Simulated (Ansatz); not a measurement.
Ideal-gas functions of CH4BN, SMILES `BC=N` at 500 K and 1 bar, from an Ansatz frequency run at PBE0-D4/def2-TZVP.

Molar mass 40.86 g/mol, point group C1 (symmetry number 1), electronic degeneracy 1, moments of inertia 9.124, 47.9, 56.149 u Å². Harmonic wavenumbers (cm⁻¹, unscaled): 101, 353, 596, 862, 958, 1032, 1164, 1217, 1243, 1426, 1674, 2596, 2692, 3002, 3423.

Use S(trans) = R[1.5 ln M + 2.5 ln T − 1.1517]; rotational temperatures θ = 24.2544 K / I; S(rot) = R[ln(√π/σ · √(T³/θAθBθC)) + 1.5]; for each mode x = 1.438777 ν̃/T, S = R[x/(eˣ − 1) − ln(1 − e⁻ˣ)] and H = RT x/(eˣ − 1); 1 cm⁻¹ = 0.0119627 kJ/mol; R = 8.31446 J/(mol·K).

Task: By hand: the entropy, in J/(mol·K).

Result: Translation 165.9. Rotation: θ = 2.6583, 0.5064, 0.432 K, giving 97.0. Vibration, mode by mode: 18.62, 8.53, 4.78, 2.61, 2.10, 1.77, 1.31, 1.16, 1.09, 0.71, 0.39, 0.04, 0.03, 0.01, 0.00, in all 43.2. Electronic 0.0. Sum 306.1 J/(mol·K).

Task: By hand: H − E and G − E in kJ/mol, counted from the electronic energy.

Result: Zero-point energy ½ × 22339 × 0.0119627 = 133.6; thermal vibration 11.8; translation, rotation and pV give 4 RT = 16.6. H − E = 162.0 kJ/mol, and G − E = 162.0 − 500 × 306.1/1000 = 8.9 kJ/mol.

Vibration gives 14 % of the entropy, 18.6 J/(mol·K) of it from the mode under 150 cm⁻¹: soft modes count most, and the harmonic formula is weakest for them. The sum counts one conformer and one mirror image; others add a mixing term.
